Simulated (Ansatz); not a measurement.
A made-up structure of AlSiNH₄, singlet:

```xyz
7
angstrom
Al -1.4156 0.3973 -0.8377
N 0.0493 -0.0160 0.0294
Si 1.3648 -0.3838 0.8076
H -1.3398 0.6744 -2.3976
H -2.7861 0.4864 -0.0442
H 2.2624 0.6105 1.4475
H -0.9104 1.7399 -0.3352
```

It is relaxed with PBE-D4/def2-SVP and then PBE0-D4/def2-TZVP (Ansatz 0.2.0). Atoms count as bonded within 1.22 times the sum of their covalent radii (H–H: 0.88 Å). The end point is not checked to be a true minimum.

Question: Does its bonding change? (A judgement: the text doesn't fix the answer.)

Answer: Computed: Yes. Formed: Al1–Si3, N2–H7; broken: Al1–H7.

Where it ends: The first stage lowers the energy by 3.21 eV in 19 steps. It ends as AlSiNH₄ ([NH]1[AlH2][SiH]1):
```
7
angstrom
Al -1.4335 0.2733 -0.8586
N -0.0919 1.1459 0.0737
Si 0.7546 -0.2594 0.4372
H -1.3135 0.1719 -2.4341
H -2.7657 -0.1013 -0.0893
H 1.9706 0.1693 1.2373
H 0.1040 2.1090 0.3036
```

Labels in which every atom is bracketed show which atoms are joined, not bond orders.

For scale, one of the runs: PBE0-D4/def2-TZVP relaxation, 129 basis functions, launched by `ansatz run in.yaml --threads 2 --pin off --events-out ev --progress --plain --max-ram 4352MiB`. Hardware: 2 CPU threads of an Arm Neoverse V2, shared host. Wall time about 14 s.
